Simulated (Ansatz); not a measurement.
What does this script print? It uses the Python package of Ansatz (0.2.0).

Script `scan_ch2f2.py`:
```python
# -*- coding: utf-8 -*-
import warnings

import ansatz
import numpy as np


def main():
    warnings.simplefilter("ignore", ansatz.DeckWarning)

    geometry_ang = [
        ("F", [-1.0268, 0.1849, 0.7304]),
        ("C", [-0.0115, -0.0118, -0.0803]),
        ("F", [1.0292, -0.188, 0.7171]),
        ("H", [-0.1083, -0.9054, -0.6651]),
        ("H", [0.1673, 0.8467, -0.7435]),
    ]
    mol = ansatz.Crystal.molecule()
    for symbol, xyz in geometry_ang:
        mol = mol.atom(symbol, xyz)

    symbols = [site.symbol for site in mol.cartesian_sites]
    start = np.array([site.position_ang for site in mol.cartesian_sites])
    axis = (start[0] - start[1]) / np.linalg.norm(start[0] - start[1])
    moving = [0]
    lengths, energies = [1.156, 1.209, 1.261, 1.314, 1.367, 1.419, 1.472, 1.551], []
    for length in lengths:
        xyz = start.copy()
        xyz[moving] += (length - np.linalg.norm(start[0] - start[1])) * axis
        point = ansatz.Crystal.molecule()
        for symbol, place in zip(symbols, xyz):
            point = point.atom(symbol, place.tolist())
        setup = point.calculation()
        setup = setup.basis(gaussian="6-31G*")
        setup = setup.functional("pbe")
        data = setup.run(threads=1, backend="cpu").report
        energies.append(data["free_energy_ev"])
        print(f"r = {length:6.3f} A  E = {energies[-1]:.5f} eV  <S^2> = {abs(data['mean_field']['state']['spin_squared']):.3f}")

    fit = np.polynomial.Polynomial.fit(lengths, np.array(energies) - min(energies), 4).convert()
    roots = [r.real for r in fit.deriv().roots() if abs(r.imag) < 1e-9 and fit.deriv(2)(r.real) > 0]
    r_e = min(roots, key=lambda r: abs(r - lengths[int(np.argmin(energies))]))
    print(f"minimum of the fit at {r_e:.4f} A, force constant {fit.deriv(2)(r_e):.2f} eV/A^2")


if __name__ == "__main__":
    main()
```

```console
$ python scan_ch2f2.py
r =  1.156 A  E = -6494.66513 eV  <S^2> = 0.000
r =  1.209 A  E = -6495.34451 eV  <S^2> = 0.000
r =  1.261 A  E = -6495.74810 eV  <S^2> = 0.000
r =  1.314 A  E = -6495.96290 eV  <S^2> = 0.000
r =  1.367 A  E = -6496.03278 eV  <S^2> = 0.000
r =  1.419 A  E = -6495.99921 eV  <S^2> = 0.000
r =  1.472 A  E = -6495.89027 eV  <S^2> = 0.000
r =  1.551 A  E = -6495.63405 eV  <S^2> = 0.000
minimum of the fit at 1.3725 A, force constant 35.22 eV/A^2
```

Notes:
- Total energies depend on the basis set; only differences at equal settings carry meaning.
- The rest of the molecule is held rigid at a force-field or estimated start geometry, and the basis set is modest; single-reference methods fail as a bond breaks.
- The orbitals are restricted, so S² is zero by construction.
- Finished in 4.9 s on 1 thread of Arm Neoverse V2 (shared host), peak memory 0.15 GiB.
